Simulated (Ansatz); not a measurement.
The same path of BH3P2 (6 atoms, charge 0, multiplicity 1) was run twice with different band settings. Lost on the way: P3–H6. Made: P2–H6.

These are results of RKS PBE-D4/def2-SVP (Ansatz), not measurements.

Relaxed end points:

```xyz
6
Properties=species:S:1:pos:R:3
B -0.641 -0.352 -0.351
P 0.698 0.968 -0.627
P 0.450 -0.395 1.203
H -1.614 -0.853 -0.858
H 1.559 0.019 -1.292
H -0.410 0.549 1.879
```

```xyz
6
Properties=species:S:1:pos:R:3
B -0.842 -0.792 -0.257
P 0.469 0.530 0.072
P 0.343 -1.438 0.944
H -1.831 -0.925 -0.931
H 1.573 0.871 -0.771
H 0.329 1.689 0.897
```

Common settings: spring 5.0 eV/Å²; optimiser quadratic models (default); start path through a guess of the saddle point; force threshold 0.05 eV/Å; iteration limit 60; end points relaxed.

| run | movable images | climbing image |
| --- | --- | --- |
| 1 | 7 | yes |
| 2 | 2 | no |

Question: What does each run give, and how far can it be trusted?

Answer: Run 1: converged after 11 iterations, highest image 0.554 eV above the first end. A vibrational analysis at the climbing image gives one clearly imaginary mode, 590i cm⁻¹: a first-order saddle point.
Run 2: converged after 9 iterations, highest image 0.456 eV above the first end. No image climbed, so the highest image needn't sit at the top of the path. So few images can step over the top or miss a turn of the path.
The orbitals stay closed-shell, which can raise the energy where a bond breaks towards radicals; this wasn't checked here.
